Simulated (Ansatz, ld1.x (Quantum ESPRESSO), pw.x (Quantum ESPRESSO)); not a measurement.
## From atom to crystal: TM potential for technetium (Tc)

Tc, norm-conserving Troullier–Martins (Kleinman–Bylander form), made with ld1.x (Quantum ESPRESSO) 7.5 (PBEsol, scalar-relativistic). Core [Kr], reference 4d5 5s1.75 5p0 (charge +0.25). Waves: 5s (bound): rc 2.15 bohr; 5p (bound, empty): rc 2.46 bohr; 4d (bound): rc 1.20 bohr. Local part: all-electron potential smoothed inside 3.10 bohr (lloc = -2). Core correction: a·sin(br)/r model core inside 1.05 bohr.

Atomic tests: cutoffs needed: 70 Ry and 90 Ry (the cutoffs (Ry, on a coarse ladder) from which the occupation-weighted sum of valence levels, in a spherical-Bessel basis at the reference potential, stays within 10 and 1 mRy of its value at 400 Ry); ghost test: no extra level below or beside the all-electron valence levels (s, p, d, f tested) (spherical-Bessel basis up to 400 Ry, 20 bohr box); configuration tests: 1 of 7 tests not solved or not reliable.

Crystal test: fcc Tc in pw.x 7.5, no spin, 15³ k-points, Fermi–Dirac smearing 0.01 Ry, cutoffs 110/440 Ry. The reference is all-electron LAPW (Ansatz 0.2.0) with the same functional, mesh and smearing; V0 and B0 come from Birch–Murnaghan fits to the pressures at five volumes. Errors are pseudo minus all-electron; Δ is the rms difference of the E(V) curves that follow from these fits, minima aligned, over ±6 % about the mean V0. Mesh and smearing are coarse, so the numbers serve the comparison and aren't converged zero-temperature values; the lattice is a test structure that the element need not adopt.

```
V (Å³/atom)  P all-electron (GPa)  P pseudo (GPa)
     13.392                 18.14           50.16
     13.745                  8.27           37.03
     14.097                 -0.35           25.54
     14.449                 -7.86           15.49
     14.802                -14.40            6.69
```

All-electron: a0 = 3.833 Å (V0 = 14.08 Å³/atom), B0 = 322.9 GPa.

Pseudopotential: mean pressure error (GPa): +26.22. The pressure does not cross zero within the volumes sampled, so no fit is given. The largest radius (3.10 bohr) exceeds half the bond length (2.56 bohr), so the spheres overlap, which is one possible source of error among others. This is a poor potential for the solid. Atomic configuration tests: 1 of 7 tests not solved or not reliable.

Question: At the middle volume, how do free energy and pressure move when the wave cutoff is lowered (ecutrho kept at four times it)?

Answer:

```tsv
cutoff (Ry)	shift of F (meV/atom)	shift of P (GPa)
50	+404.6	-14.69
66	+93.2	-3.77
88	+12.0	-0.81
```

Input at the middle volume:

```
&control
  calculation='scf', prefix='x', pseudo_dir='./', outdir='./tmp', tstress=.true., disk_io='low'
/
&system
  ibrav=0, nat=1, ntyp=1, ecutwfc=110, ecutrho=440, nbnd=11,
  occupations='smearing', smearing='fd', degauss=0.01
/
&electrons
  conv_thr=1e-09, mixing_beta=0.4, electron_maxstep=70
/
ATOMIC_SPECIES
Tc 1.0 Tc.UPF
CELL_PARAMETERS angstrom
  0.00000000 1.91733898 1.91733898
  1.91733898 0.00000000 1.91733898
  1.91733898 1.91733898 0.00000000
ATOMIC_POSITIONS crystal
Tc 0.0000 0.0000 0.0000
K_POINTS automatic
15 15 15 0 0 0
```

```bash
pw.x < Tc.scf.in > Tc.scf.out
```

Lines of the output:

```
Message from routine setup:
     using ibrav=0 with symmetry is DISCOURAGED, use correct ibrav instead
     lattice parameter (alat)  =       5.1240  a.u.
     unit-cell volume          =      95.1313 (a.u.)^3
     number of electrons       =         7.00
     number of Kohn-Sham states=           11
     kinetic-energy cutoff     =     110.0000  Ry
     charge density cutoff     =     440.0000  Ry
     scf convergence threshold =      1.0E-09
     Exchange-correlation= PBESOL
     number of k points=   120  Fermi-Dirac smearing, width (Ry)=  0.0100
     iteration #  1     ecut=   110.00 Ry     beta= 0.40
     total energy              =     -38.78812464 Ry
     estimated scf accuracy    <       0.05293828 Ry
     iteration #  2     ecut=   110.00 Ry     beta= 0.40
     total energy              =     -38.79116954 Ry
     estimated scf accuracy    <       0.00417362 Ry
     iteration #  3     ecut=   110.00 Ry     beta= 0.40
     total energy              =     -38.79190538 Ry
     estimated scf accuracy    <       0.00009752 Ry
     iteration #  4     ecut=   110.00 Ry     beta= 0.40
     total energy              =     -38.79191004 Ry
     estimated scf accuracy    <       0.00000318 Ry
     iteration #  5     ecut=   110.00 Ry     beta= 0.40
     total energy              =     -38.79191080 Ry
     estimated scf accuracy    <       0.00000065 Ry
     iteration #  6     ecut=   110.00 Ry     beta= 0.40
     the Fermi energy is    16.0657 ev
!    total energy              =     -38.79191093 Ry
     estimated scf accuracy    <          5.9E-10 Ry
     smearing contrib. (-TS)   =      -0.00436274 Ry
     The total energy is F=E-TS. E is the sum of the following terms:
     one-electron contribution =      13.88249100 Ry
     hartree contribution      =       0.96556782 Ry
     xc contribution           =     -22.63325872 Ry
     ewald contribution        =     -31.00234829 Ry
     convergence has been achieved in   6 iterations
          total   stress  (Ry/bohr**3)                   (kbar)     P=      255.42
```

The run at the middle volume (120 k-points, 6 iterations) took about 26 s on one core of a shared host (Neoverse-V1, 32 threads, 247 GiB, load 23).
